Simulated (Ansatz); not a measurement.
# AlNH₃ (quartet): from Hartree-Fock to the top rungs at distance Al1–H4 along a hydrogen transfer = 1.475 Å, cc-pVDZ

One table from this session's results is given with a row withheld; the runs are named, their logs left out.

Method: cc-pVDZ, core rule «outside noble gas», up to 6 orbitals frozen; program: Ansatz 0.2.0, Gaussian basis.

To be run: UHF; CCSD(T) on ROHF; CCSD(T) on UHF; BCCD(T) on ROHF; CISD; CCSDT(Q) on ROHF; CCSDT(Q) on UHF; CASSCF and MRCISD+Q, 5 electrons in 5 orbitals; CASSCF and NEVPT2, 5 electrons in 5 orbitals.

23 further runs of the same task are left out: 18 for a known fault of the program, 4 that didn't finish, 1 set aside as unsound or not needed.

### What is computed

The geometry derives from fragments relaxed apart (PBE0/def2-TZVP) and kept rigid, so it is no stationary point. A hydrogen atom is moved between rigid fragments.

5 atoms, charge 0, spin multiplicity 4.

Atoms are counted from 1 here; the program's logs count them from 0.

Bond lengths: Al1–H2 1.586 Å, Al1–H3 1.586 Å, Al1–H4 1.475 Å. Angles: H2–Al1–H3 120.0°, H2–Al1–H4 120.0°, H3–Al1–H4 120.0°.

The first run:

File in.yaml:

```yaml
crystal:
  periodic: [false, false, false]
  atoms:
    - {symbol: Al, position_ang: [-1.054359, 0.000000, 0.000000]}
    - {symbol: H, position_ang: [-1.847283, 1.373384, 0.000000]}
    - {symbol: H, position_ang: [-1.847283, -1.373384, 0.000000]}
    - {symbol: H, position_ang: [0.420641, 0.000000, 0.000000]}
    - {symbol: N, position_ang: [2.266641, 0.000000, 0.000000]}
basis:
  gaussian: {orbitals: cc-pVDZ}
magnetization: {spin_polarized: true, initial_magnetization: 3}
hamiltonian: {xc: hf}
output: {orbitals: {seedname: orbitals}}
```

On the command line:

```sh
$ ansatz run in.yaml --threads 1 --pin off --events-out ev --progress --plain --max-ram 2393MiB
```

Steps of the session up to this table: UHF; CCSD(T) on ROHF; CCSD(T) on UHF; BCCD(T) on ROHF; CISD; CCSDT(Q) on ROHF; CCSDT(Q) on UHF; CASSCF and MRCISD+Q, 5 electrons in 5 orbitals; CASSCF and NEVPT2, 5 electrons in 5 orbitals.

One of the session's tables, all rows but one given; the rest of the session is left out.

It belongs to the step «Misses and costs». 

| method | from UCCSDT(Q) (meV) |
| --- | --- |
| ROHF | +5412.5 |
| UHF | +5319.8 |
| RMP2 | +1192.6 |
| UMP2 | +1177.1 |
| CISD | +398.7 |
| RCCSD | +78.7 |
| UCCSD | +76.7 |
| RCCSD(T) | +20.1 |
| UCCSD(T) | +18.3 |
| BCCD(T) | +19.9 |
| RCCSDT | +3.9 |
| UCCSDT | +2.1 |
| RCCSDT(Q) | ? |
| UCCSDT(Q) | 0 |
| CASSCF pair | +5046.3 |
| NEVPT2 pair | +1176.6 |
| MRCISD pair | +348.5 |
| MRCISD+Q pair | -19.6 |

Q: Estimate the row for RCCSDT(Q) from the others.

**Answer.** from UCCSDT(Q) (meV): +1.9. In the column «from UCCSDT(Q) (meV)» it lies between UCCSDT(Q) (0) and UCCSDT (+2.1).

To keep in mind: Restricted and unrestricted rows rest on different reference determinants; where their highest levels disagree by more than a few hundredths of an eV, they describe different states and don't form one ladder.
